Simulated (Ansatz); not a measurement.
**AlClHLi (SMILES [Li][AlH][Cl]): functionals against CCSD(T) at one geometry**

An exercise on one series of results from a longer session: the logs are not shown, and one member is left open.

Program: Ansatz 0.2.0, Gaussian basis. Level of theory: single points in def2-TZVPP. These are calculated values, not measurements.

Cores are frozen in the correlated methods. The outer core shell of Li, Na, Mg and K is correlated.

1 further run of the same task is left out (it didn't finish).

### The system as given

SMILES `[Li][AlH][Cl]`, 4 atoms, charge 0, spin multiplicity 1.

Atoms are counted from 1 here; the program's logs count them from 0.

Bond lengths: Al2–Cl3 2.405 Å, Al2–H4 1.626 Å. Angles: Cl3–Al2–H4 103.1°.

Coordinates:

```mol
AlClHLi
  3D, bonds by distance, orders not assigned

  4  2  0  0  0  0  0  0  0  0999 V2000
   -2.7271    0.2053    0.2000 Li  0  0
   -0.0196    0.1429   -0.1123 Al  0  0
    1.5690   -1.4556    0.7268 Cl  0  0
    0.9258    1.3392   -0.6772 H   0  0
  2  3  8  0
  2  4  8  0
M  END
```

The first run:

run/in.yaml reads:

```yaml
crystal:
  periodic: [false, false, false]
  atoms:
    - {symbol: Li, position_ang: [-2.727147, 0.205328, 0.199978]}
    - {symbol: Al, position_ang: [-0.019598, 0.142917, -0.112273]}
    - {symbol: Cl, position_ang: [1.569037, -1.455647, 0.726821]}
    - {symbol: H, position_ang: [0.925819, 1.339159, -0.677195]}
basis:
  gaussian: {orbitals: def2-TZVPP}
hamiltonian: {xc: pbe, dispersion: d4}
output: {forces: true}
```

Run with:

```console
ansatz run in.yaml --threads 2 --pin off --events-out ev --progress --plain --max-ram 3481MiB
```

Steps of the session up to this table: PBE-D4/def2-TZVPP; r2SCAN-D4/def2-TZVPP; PBE0-D4/def2-TZVPP; wB97M-V/def2-TZVPP; CCSD(T)/def2-TZVPP.

One of the session's tables, all rows but one given; the rest of the session is left out.

| method | RMS force component (eV/Å) | angle to CCSD(T) forces (°) | dipole (D) |
| --- | --- | --- | --- |
| PBE-D4 | 0.643 | 6.3 | 9.57 |
| r2SCAN-D4 | 0.697 | 2.2 | 10.07 |
| PBE0-D4 | ? | ? | ? |
| wB97M-V | 0.684 | 2.6 | 10.25 |
| CCSD(T) | 0.712 | reference | 10.34 |

**Question.** Estimate the row for PBE0-D4.

**Answer.** RMS force component (eV/Å): 0.704; angle to CCSD(T) forces (°): 2.1; dipole (D): 10.04. In the column «RMS force component (eV/Å)» it lies between r2SCAN-D4 (0.697) and CCSD(T) (0.712).
